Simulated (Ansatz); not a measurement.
Geometry optimisation, UKS PBE-D4/6-31G* (Ansatz).

Input:

```yaml
crystal:
  periodic: [false, false, false]
  atoms:
    - { symbol: B, position_ang: [0.0, 0.0, 0.0] }
    - { symbol: F, position_ang: [0.0, 0.0, 1.57] }
    - { symbol: H, position_ang: [1.0305, 0.0, -0.595] }
    - { symbol: H, position_ang: [-1.0305, 0.0, -0.595] }
    - { symbol: Si, position_ang: [0.0, 0.0, 3.46] }
    - { symbol: H, position_ang: [-0.7436, -1.1581, 3.9474] }
    - { symbol: H, position_ang: [1.3747, -0.0649, 3.9474] }
    - { symbol: H, position_ang: [-0.6311, 1.223, 3.9474] }
magnetization:
  spin_polarized: true
  initial_magnetization: 1
basis:
  gaussian: { orbitals: "6-31G*" }
hamiltonian:
  xc: pbe
  dispersion: d4
relax:
  f_tol: 0.15
  max_steps: 25
  restrain:
    - { distance: [1, 4], at: 1.59, k: 30.0 }
    - { distance: [0, 1], at: 2.52, k: 30.0 }
```

Command:

```bash
$ ansatz run input.yaml --threads 1 --pin off --max-ram 2048MiB --backend cpu --events-out ev --progress --plain --runs-dir out
```

Question: Where does it end, and by what steps?

Answer: The forces met the threshold. The restraints hold the end off the free minimum. After 15 steps the energy has fallen by 0.622 eV (the restraints' own energy left out); F2 moved furthest, 1.05 Å. Parted: B1–F2 (1.57 → 2.51 Å).

| step | energy less start (eV) | largest force component (eV/Å) | accepted |
| --- | --- | --- | --- |
| 0 | 0.0000 | 1.807 | yes |
| 1 | -0.0848 | 1.350 | yes |
| 2 | -0.1286 | 3.834 | yes |
| 3 | -0.4237 | 1.756 | yes |
| 4 | -0.5336 | 0.855 | yes |
| 5 | -0.5467 | 0.505 | yes |
| 6 | -0.5469 | 0.861 | yes |
| 7 | -0.5524 | 0.811 | yes |
| 8 | -0.5560 | 0.711 | yes |
| 9 | -0.5662 | 0.845 | yes |
| 10 | -0.5832 | 0.400 | no |
| 11 | -0.5747 | 0.841 | yes |
| 12 | -0.5829 | 0.772 | yes |
| 13 | -0.5935 | 0.718 | yes |
| 14 | -0.6054 | 0.514 | yes |
| 15 | -0.6220 | 0.893 | yes |

```xyz
8
Properties=species:S:1:pos:R:3
B 0.086 0.495 -0.068
F -0.193 -0.948 1.969
H 1.125 -0.009 -0.407
H -1.024 0.269 -0.471
Si -0.031 -0.124 3.351
H -0.626 -0.963 4.439
H 1.423 0.104 3.620
H -0.760 1.177 3.250
```

Time of the run: 48 s on 1 thread of Arm Neoverse V1 (shared host), peak memory 0.15 GiB.
